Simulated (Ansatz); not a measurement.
The input, for Ansatz 0.2.0:

```yaml
crystal:
  periodic: [false, false, false]
  atoms:
    - {symbol: Si, position_ang: [0.000000, 0.000000, 0.000000]}
    - {symbol: O, position_ang: [0.000000, 0.000000, -1.506000]}
    - {symbol: O, position_ang: [0.000000, 0.000000, 1.506000]}
basis:
  gaussian: {orbitals: cc-pVDZ, fitting: {mean_field: def2-universal-jkfit}}
correlation: {active_space: {window: {electrons: 4, orbitals: 7}}}
accuracy: high
output: {forces: true}
```

```sh
$ ansatz run in.yaml --threads 1 --pin off --events-out ev --progress --plain --max-ram 2393MiB
```

Output:

```
282 factors; integrals over basis functions are off by at most 8.9e-2 eV
mean field evaluation 1: about -11930.5278 eV, gradient 5.1e1 eV
mean field evaluation 2: about -11931.8769 eV, gradient 4.6e1 eV
mean field evaluation 4: about -11935.7059 eV, gradient 6.2e-1 eV
mean field -11935.70974588 eV, -438.6292428465 hartree, gradient 2.1e-8 eV, S^2 0.000000; 0 other end points of the search recorded, 0 dependent functions left out
reference -11935.70974588 eV, -438.6292428465 hartree; 15, 15 occupied and 31, 31 virtual orbitals, 282 factors
state -11937.81666545 eV, -438.7066707125 hartree
the calculation of the forces begins
WARN: the results are in doubt because the forces break the atoms' symmetry
Total energy: -11937.81666545 eV, -438.7066707125 hartree
Atom 0 at     0.000000     0.000000     0.000000 Å, force    -0.000038    -0.362229    -0.823448 eV/Å
Atom 1 at     0.000000     0.000000    -1.506000 Å, force     0.000019     0.181115     0.068986 eV/Å
Atom 2 at     0.000000     0.000000     1.506000 Å, force     0.000019     0.181115     0.754462 eV/Å
Dipole moment:     0.000004     0.035938     0.101053 e Å
In doubt: the forces break the atoms' symmetry
```

Natural occupations: 1.9641 1.9618 0.0351 0.0329 0.0026 0.0025 0.0010.

Ran on 1 thread of Arm Neoverse V2, shared host: 4.4 s wall, 0.08 GiB peak host memory.
